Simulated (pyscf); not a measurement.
This saddle point was located with ωB97X-D3(BJ)/def2-SVP in PySCF.

```
Si
H 1 1.4835
H 1 1.4837 2 112.65
H 1 1.4974 2 106.82 3 123.43
H 1 1.6393 2 129.22 4 113.64
C 5 1.3721 1 94.22 2 28.12
C 6 1.3040 5 121.98 1 85.88
H 6 1.0925 7 136.27 5 -165.41
H 7 1.0964 6 123.51 8 -178.96
```
Charge 0, spin multiplicity 1.

Surface: singlet, charge 0. Lowest wavenumbers (cm⁻¹): 1017i, 123, 228, 406, 590.

Question: Which two sides does it connect, and which bonds change?

Answer: `[SiH4]` + `[CH]#[CH]` ⇌ `[CH2]=[CH][SiH3]`, an addition across a multiple bond or ene-type step read from left to right: H–Si broken and C–Si, C–H formed. At CCSD(T)/def2-TZVPP + ΔMP2(QZVPP) it lies +217.4 kJ/mol from the left side and +401.5 kJ/mol from the right (each side as separated species at their lowest minima found). At the saddle there is also a short C–Si contact that neither side keeps. This is the saddle that the search found; another between the same sides may lie lower. The CCSD(T) − MP2 part came from Ansatz, without density fitting, on the same reference. The largest closed-shell T1 diagnostic is 0.030, which may signal static correlation.
